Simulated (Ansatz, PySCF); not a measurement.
System: singlet methylene, CH₂ (charge 0, singlet). 
Geometry from a B3LYP-D3(BJ)/def2-TZVP (Ansatz, a quantum-chemistry and plane-wave program) optimisation:
```
C
H 1 1.1106
H 1 1.1106 2 101.83
```

Property: vertical ionisation energy (to the doublet state of charge +1; each state is the SCF solution reached for its spin; for the singlet the Hartree-Fock reference is unstable and T1 is 0.009), in eV. Cores are frozen in the correlated levels unless marked. UHF or UKS for open shells. Spin-orbit coupling is left out. Non-relativistic. CBS(X,Y): correlation extrapolated as X^-3; Hartree-Fock from the larger set.

| level | program | vertical ionisation energy (eV) |
|---|---|---|
| M06-2X/def2-TZVPD | PySCF | 10.40 |
| SCS-MP2/def2-TZVPPD | Ansatz | 10.36 |
| SCS-MP2/aug-cc-pVQZ | Ansatz | 10.45 |
| CCSD/def2-SVPD | Ansatz | (withheld) |
| CCSD(T)/CBS(aug-cc-pVTZ,aug-cc-pVQZ) | Ansatz | (withheld) |

Q: What belongs in the gaps?

A: 
- CCSD/def2-SVPD, vertical ionisation energy (eV): 10.27
- CCSD(T)/CBS(aug-cc-pVTZ,aug-cc-pVQZ), vertical ionisation energy (eV): 10.61
